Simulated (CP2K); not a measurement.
# C3H5F (allyl fluoride) at 4 levels

Wanted: a comparison of 4 runs (B3LYP/def2-SVP, PBE0/def2-SVP, r2SCAN/def2-SVP, wB97X/def2-SVP) of C3H5F (allyl fluoride). 

The calculation is run with CP2K 2026.2.

### Step 1. Starting point

C3H5F: 9 atoms, total charge 0, spin state singlet. As SMILES, `C=CCF`. Geometry: relaxed at PBE0-D4/def2-TZVP. This is one conformer, not always the lowest.

Bond lengths: C1–C2 1.324 Å, C2–C3 1.486 Å, C3–F4 1.387 Å, C1–H5 1.084 Å, C1–H6 1.086 Å, C2–H7 1.087 Å, C3–H8 1.096 Å, C3–H9 1.094 Å. Some angles: C1–C2–C3 123.6°, C2–C3–F4 110.3°, C1–C2–H7 120.6°, C3–C2–H7 115.9°, C2–C1–H5 121.7°, C2–C1–H6 121.3°, C2–C3–H8 111.1°, C2–C3–H9 111.2°, F4–C3–H8 106.9°, F4–C3–H9 108.2°.

### Step 2. A single-point energy at B3LYP/def2-SVP (run 1)

File run.inp:

```
&GLOBAL
    PROJECT run
    RUN_TYPE ENERGY
    PRINT_LEVEL MEDIUM
&END

&FORCE_EVAL
    METHOD Quickstep
    &DFT
        BASIS_SET_FILE_NAME ./def2_svp.basis
        POTENTIAL_FILE_NAME POTENTIAL
        CHARGE 0
        MULTIPLICITY 1
        &QS
            METHOD GAPW
            EPS_DEFAULT 1.0E-10
        &END
        &MGRID
            CUTOFF 280
            REL_CUTOFF 50
            NGRIDS 4
        &END
        &POISSON
            PERIODIC NONE
            POISSON_SOLVER MULTIPOLE
        &END
        &SCF
            SCF_GUESS ATOMIC
            EPS_SCF 1.0E-07
            MAX_SCF 80
            ADDED_MOS 5
            &DIAGONALIZATION
                ALGORITHM STANDARD
            &END
            &MIXING
                METHOD DIRECT_P_MIXING
                ALPHA 0.4
            &END
        &END
        &XC
            &XC_FUNCTIONAL
                &HYB_GGA_XC_B3LYP
                &END
            &END
            &HF
                FRACTION 0.2
                &SCREENING
                    EPS_SCHWARZ 1.0E-10
                    SCREEN_ON_INITIAL_P F
                &END
                &INTERACTION_POTENTIAL
                    POTENTIAL_TYPE COULOMB
                &END
                &MEMORY
                    MAX_MEMORY 1050
                &END
            &END
        &END
        &PRINT
            &MOMENTS
                PERIODIC F
                REFERENCE COM
                MAX_MOMENT 1
            &END
            &MO ON
                ENERGIES T
                OCCUPATION_NUMBERS T
                NDIGITS 6
                &EACH
                    QS_SCF 0
                &END
                ADD_LAST NUMERIC
            &END
            &LOWDIN ON
            &END
            &HIRSHFELD OFF
            &END
        &END
    &END
    &SUBSYS
        &CELL
            ABC [angstrom] 9.8 11 9.8
            PERIODIC NONE
        &END
        &COORD
            C     -0.578000     1.122500    -0.608000
            C      0.352500     0.215400    -0.353400
            C      0.200500    -0.852800     0.668500
            F      0.430500    -2.098200     0.102300
            H     -0.422500     1.909200    -1.336700
            H     -1.531700     1.114000    -0.089100
            H      1.299800     0.230700    -0.886500
            H      0.929800    -0.730800     1.477200
            H     -0.806800    -0.852300     1.094700
        &END
        &TOPOLOGY
            &CENTER_COORDINATES
            &END
        &END
        &KIND C
            BASIS_SET def2-SVP
            POTENTIAL ALL
            LEBEDEV_GRID 194
            RADIAL_GRID 100
        &END
        &KIND F
            BASIS_SET def2-SVP
            POTENTIAL ALL
            LEBEDEV_GRID 194
            RADIAL_GRID 100
        &END
        &KIND H
            BASIS_SET def2-SVP
            POTENTIAL ALL
            LEBEDEV_GRID 194
            RADIAL_GRID 100
        &END
    &END
&END
```

Run with:

```bash
$ OMP_NUM_THREADS=1 cp2k.psmp run.inp > run.out
```

The log of the run:

```text
CP2K| version string:                                       CP2K version 2026.2
[...]
 GLOBAL| Method name                                                        CP2K
[...]
 GLOBAL| Run type                                                         ENERGY
[...]
 DFT| Spin restricted Kohn-Sham (RKS) calculation                            RKS
 DFT| Multiplicity                                                             1
[...]
 DFT| Charge                                                                   0
[...]
 FUNCTIONAL| HYB_GGA_XC_B3LYP:
[...]
 QS| Method:                                                                GAPW
[...]
 QS| Density cutoff [a.u.]:                                                140.0
[...]
 QS| Relative density cutoff [a.u.]:                                        25.0
[...]
                             - Atoms:                                          9
[...]
                             - Spherical basis functions:                     81
[...]
 Number of electrons:                                                         32
[...]
     1 P_Mix/Diag. 0.40E+00    2.6     0.53181371      -217.5970691194 -2.18E+02
[...]
    16 DIIS/Diag.  0.12E-07    1.1     0.00000003      -216.9718582833  2.84E-14
  *** SCF run converged in    16 steps ***
[...]
  Overlap energy of the core charge distribution:               0.00001032630111
  Self energy of the core charge distribution:               -198.95399933629875
  Core Hamiltonian energy:                                    -23.91355742861557
  Hartree energy:                                              58.02547493097344
  Exchange-correlation energy:                                 -9.19959182621649
  Hartree-Fock Exchange energy:                                -5.46938513545076
[...]
                     Mulliken Population Analysis
 #  Atom  Element  Kind  Atomic population                           Net charge
       1     C        1          6.015201                             -0.015201
       2     C        1          6.114330                             -0.114330
       3     C        1          5.646225                              0.353775
       4     F        2          9.286780                             -0.286780
       5     H        3          0.973072                              0.026928
       6     H        3          0.981688                              0.018312
       7     H        3          0.987686                              0.012314
       8     H        3          0.990579                              0.009421
       9     H        3          1.004440                             -0.004440
 # Total charge                             32.000000                  0.000000
[...]
  Dipole moment [Debye]
    X= -0.2319612E+00 Y=  0.1646195E+01 Z=  0.6081178E+00  Total=      1.7701896
 ENERGY| Total FORCE_EVAL ( QS ) energy [hartree]           -216.971858283324394
[...]
```

Run time: 21 s. Hardware: 1 thread of Arm Neoverse V2, shared host; peak memory 0.61 GiB.

### Step 3. The energy at PBE0/def2-SVP (run 2)

File gas.inp:

```
&FORCE_EVAL
  METHOD QS
  &DFT
    BASIS_SET_FILE_NAME ./def2_svp.basis
    POTENTIAL_FILE_NAME POTENTIAL
    # Quickstep
    &QS
      METHOD GAPW
      EPS_DEFAULT 1.0E-10
    &END
    &MGRID
      CUTOFF 280
      REL_CUTOFF 50
      NGRIDS 4
    &END
    &POISSON
      PERIODIC NONE
      POISSON_SOLVER MULTIPOLE
    &END
    &SCF
      SCF_GUESS ATOMIC
      EPS_SCF 1.0E-06
      MAX_SCF 30
      &OT
        MINIMIZER DIIS
        PRECONDITIONER FULL_SINGLE_INVERSE
      &END
      &OUTER_SCF
        EPS_SCF 1.0E-06
        MAX_SCF 8
      &END
    &END
    # functional
    &XC
      &XC_FUNCTIONAL
        &HYB_GGA_XC_PBEH
        &END
      &END
      # exact exchange
      &HF
        FRACTION 0.25
        &SCREENING
          EPS_SCHWARZ 1.0E-10
        &END
        &MEMORY
          MAX_MEMORY 1050
        &END
      &END
    &END
    # extra output
    &PRINT
      &MOMENTS
        PERIODIC F
        REFERENCE COM
        MAX_MOMENT 1
      &END
      &MO_CUBES
        NLUMO 1
        NHOMO -1
        WRITE_CUBE F
      &END
      &LOWDIN ON
      &END
      &HIRSHFELD OFF
      &END
    &END
  &END
  &SUBSYS
    # box in angstrom
    &CELL
      ABC 9.8 11 9.8
      PERIODIC NONE
    &END
    &COORD
      UNIT bohr
      C     -1.0922617     2.1212176    -1.1489535
      C      0.6661285     0.4070470    -0.6678292
      C      0.3788901    -1.6115584     1.2632819
      F      0.8135271    -3.9650234     0.1933190
      H     -0.7984093     3.6078651    -2.5259969
      H     -2.8944935     2.1051549    -0.1683746
      H      2.4562660     0.4359598    -1.6752422
      H      1.7570674    -1.3810119     2.7915034
      H     -1.5246310    -1.6106136     2.0686832
    &END
    &TOPOLOGY
      &CENTER_COORDINATES
      &END
    &END
    &KIND C
      BASIS_SET def2-SVP
      POTENTIAL ALL
      LEBEDEV_GRID 194
      RADIAL_GRID 100
    &END
    &KIND F
      BASIS_SET def2-SVP
      POTENTIAL ALL
      LEBEDEV_GRID 194
      RADIAL_GRID 100
    &END
    &KIND H
      BASIS_SET def2-SVP
      POTENTIAL ALL
      LEBEDEV_GRID 194
      RADIAL_GRID 100
    &END
  &END
&END

&GLOBAL
  PROJECT gas
  RUN_TYPE ENERGY
  PRINT_LEVEL MEDIUM
&END
```

Run with:

```bash
$ OMP_NUM_THREADS=1 cp2k.psmp -i gas.inp -o gas.out
```

The log of the run (excerpt; [...] marks lines left out):

```text
CP2K| version string:                                       CP2K version 2026.2
[...]
 GLOBAL| Method name                                                        CP2K
[...]
 GLOBAL| Run type                                                         ENERGY
[...]
 DFT| Spin restricted Kohn-Sham (RKS) calculation                            RKS
 DFT| Multiplicity                                                             1
[...]
 DFT| Charge                                                                   0
[...]
 FUNCTIONAL| HYB_GGA_XC_PBEH:
[...]
 QS| Method:                                                                GAPW
[...]
 QS| Density cutoff [a.u.]:                                                140.0
[...]
 QS| Relative density cutoff [a.u.]:                                        25.0
[...]
                             - Atoms:                                          9
[...]
                             - Spherical basis functions:                     81
[...]
 Number of electrons:                                                         32
[...]
     1 OT DIIS     0.80E-01    2.5     0.48709273      -207.7300769867 -2.08E+02
[...]
    26 OT DIIS     0.80E-01    1.0     0.00000097      -216.7287098375 -5.60E-12
  *** SCF run converged in    26 steps ***
[...]
  Overlap energy of the core charge distribution:               0.00001032630037
  Self energy of the core charge distribution:               -198.95399933629875
  Core Hamiltonian energy:                                    -24.01355771935599
  Hartree energy:                                              58.14454413509205
  Exchange-correlation energy:                                 -8.64090253988532
  Hartree-Fock Exchange energy:                                -6.83446995189354
[...]
                     Mulliken Population Analysis
 #  Atom  Element  Kind  Atomic population                           Net charge
       1     C        1          6.067016                             -0.067016
       2     C        1          6.161520                             -0.161520
       3     C        1          5.696477                              0.303523
       4     F        2          9.295543                             -0.295543
[...]
  Dipole moment [Debye]
    X= -0.2454226E+00 Y=  0.1682416E+01 Z=  0.6319541E+00  Total=      1.8138690
[...]
 HOMO - LUMO gap [eV] :    7.961189
 ENERGY| Total FORCE_EVAL ( QS ) energy [hartree]           -216.728709837525344
[...]
```

Run time: 2 min. Hardware: 1 thread of Arm Neoverse V2, shared host; peak memory 0.62 GiB.

Run 3 isn't shown in full; the table further down has it.

### Step 4. The energy at wB97X/def2-SVP (run 4)

File calc.inp:

```
&GLOBAL
   PROJECT_NAME calc
   RUN_TYPE ENERGY
   PRINT_LEVEL MEDIUM
&END

&FORCE_EVAL
   METHOD QUICKSTEP
   &DFT
      BASIS_SET_FILE_NAME ./def2_svp.basis
      POTENTIAL_FILE_NAME POTENTIAL
      CHARGE 0
      MULTIPLICITY 1
      &QS
         METHOD GAPW
         EPS_DEFAULT 1.0E-10
      &END
      &MGRID
         CUTOFF 280
         REL_CUTOFF 50
         NGRIDS 4
      &END
      &POISSON
         PERIODIC NONE
         POISSON_SOLVER MULTIPOLE
      &END
      &SCF
         SCF_GUESS ATOMIC
         EPS_SCF 1.0E-06
         MAX_SCF 50
         &OT ON
            MINIMIZER DIIS
            PRECONDITIONER FULL_ALL
         &END
         &OUTER_SCF
            EPS_SCF 1.0E-06
            MAX_SCF 5
         &END
      &END
      &XC
         &XC_FUNCTIONAL
            &HYB_GGA_XC_WB97X
            &END
         &END
         &HF
            FRACTION 1.0
            &SCREENING
               EPS_SCHWARZ 1.0E-10
               SCREEN_ON_INITIAL_P F
            &END
            &INTERACTION_POTENTIAL
               POTENTIAL_TYPE MIX_CL
               SCALE_COULOMB 0.157706
               SCALE_LONGRANGE 0.842294
               OMEGA 0.3
            &END
            &MEMORY
               MAX_MEMORY 1050
            &END
         &END
      &END
      &PRINT
         &MOMENTS
            PERIODIC F
            REFERENCE COM
            MAX_MOMENT 1
         &END
         &MO_CUBES
            NLUMO 1
            NHOMO -1
            WRITE_CUBE F
         &END
         &LOWDIN ON
         &END
         &HIRSHFELD OFF
         &END
         &MO_MOLDEN ON
            NDIGITS 8
            NLUMO 1
         &END
      &END
   &END
   &SUBSYS
      &CELL
         ABC [angstrom] 9.8 11 9.8
         PERIODIC NONE
      &END
      &COORD
         C     -0.578000     1.122500    -0.608000
         C      0.352500     0.215400    -0.353400
         C      0.200500    -0.852800     0.668500
         F      0.430500    -2.098200     0.102300
         H     -0.422500     1.909200    -1.336700
         H     -1.531700     1.114000    -0.089100
         H      1.299800     0.230700    -0.886500
         H      0.929800    -0.730800     1.477200
         H     -0.806800    -0.852300     1.094700
      &END
      &TOPOLOGY
         &CENTER_COORDINATES
         &END
      &END
      &KIND C
         BASIS_SET def2-SVP
         POTENTIAL ALL
         LEBEDEV_GRID 194
         RADIAL_GRID 100
      &END
      &KIND F
         BASIS_SET def2-SVP
         POTENTIAL ALL
         LEBEDEV_GRID 194
         RADIAL_GRID 100
      &END
      &KIND H
         BASIS_SET def2-SVP
         POTENTIAL ALL
         LEBEDEV_GRID 194
         RADIAL_GRID 100
      &END
   &END
&END
```

Run with:

```bash
$ OMP_NUM_THREADS=1 cp2k.psmp calc.inp > calc.out
```

The log of the run (excerpt; [...] marks lines left out):

```text
CP2K| version string:                                       CP2K version 2026.2
[...]
 GLOBAL| Method name                                                        CP2K
[...]
 GLOBAL| Run type                                                         ENERGY
[...]
 DFT| Spin restricted Kohn-Sham (RKS) calculation                            RKS
 DFT| Multiplicity                                                             1
[...]
 DFT| Charge                                                                   0
[...]
 FUNCTIONAL| HYB_GGA_XC_WB97X:
[...]
 QS| Method:                                                                GAPW
[...]
 QS| Density cutoff [a.u.]:                                                140.0
[...]
 QS| Relative density cutoff [a.u.]:                                        25.0
[...]
                             - Atoms:                                          9
[...]
                             - Spherical basis functions:                     81
[...]
 Number of electrons:                                                         32
[...]
     1 OT DIIS     0.15E+00    2.4     0.25248964      -207.8975244428 -2.08E+02
[...]
    30 OT DIIS     0.15E+00    0.9     0.00000093      -216.9135925507 -1.04E-09
  *** SCF run converged in    30 steps ***
[...]
  Overlap energy of the core charge distribution:               0.00001032630111
  Self energy of the core charge distribution:               -198.95399933629875
  Core Hamiltonian energy:                                    -24.01259185477449
  Hartree energy:                                              58.13588143708779
  Exchange-correlation energy:                                 -6.52334355593125
  Hartree-Fock Exchange energy:                                -8.55749705478016
[...]
                     Mulliken Population Analysis
 #  Atom  Element  Kind  Atomic population                           Net charge
       1     C        1          6.054414                             -0.054414
       2     C        1          6.151694                             -0.151694
       3     C        1          5.680658                              0.319342
       4     F        2          9.288250                             -0.288250
[...]
  Dipole moment [Debye]
    X= -0.2530217E+00 Y=  0.1708072E+01 Z=  0.6446015E+00  Total=      1.8431066
[...]
 HOMO - LUMO gap [eV] :   12.684188
 ENERGY| Total FORCE_EVAL ( QS ) energy [hartree]           -216.913592550696620
[...]
```

Run time: 30 s. Hardware: 1 thread of Arm Neoverse V2, shared host; peak memory 0.62 GiB.

### Step 5. All runs side by side

```tsv
run	level	SCF convergence threshold	iteration cap	energy (Eh)	dipole moment (D)	HOMO energy (eV)	LUMO energy (eV)	wall time
1	B3LYP/def2-SVP	1e-07	80	-216.971858	1.77	-7.69	-0.21	21 s
2	PBE0/def2-SVP	1e-06	30	-216.728710	1.81	-7.97	-0.01	2 min
3	r2SCAN/def2-SVP	1e-06	30	-216.847105	1.77	-7.01	-0.89	2.5 min
4	wB97X/def2-SVP	1e-06	50	-216.913593	1.84	-10.38	2.30	30 s
```

### Step 6. Summary of results

| quantity | value |
| --- | --- |
| run 4: total energy | -216.91359 Eh |
| run 4: dipole moment | 1.84 D |
| run 4: HOMO energy | -10.38 eV |
| run 4: LUMO energy | 2.30 eV |
| run 4: HOMO–LUMO gap | 12.68 eV |

**Reading.** The dipole moment (its size) runs from 1.77 D (r2SCAN/def2-SVP) to 1.84 D (wB97X/def2-SVP). The HOMO–LUMO gap runs from 6.12 eV (r2SCAN/def2-SVP) to 12.68 eV (wB97X/def2-SVP). Totals of different functionals can't be ranked against each other. All runs together took 5.4 min, the longest 2.5 min.
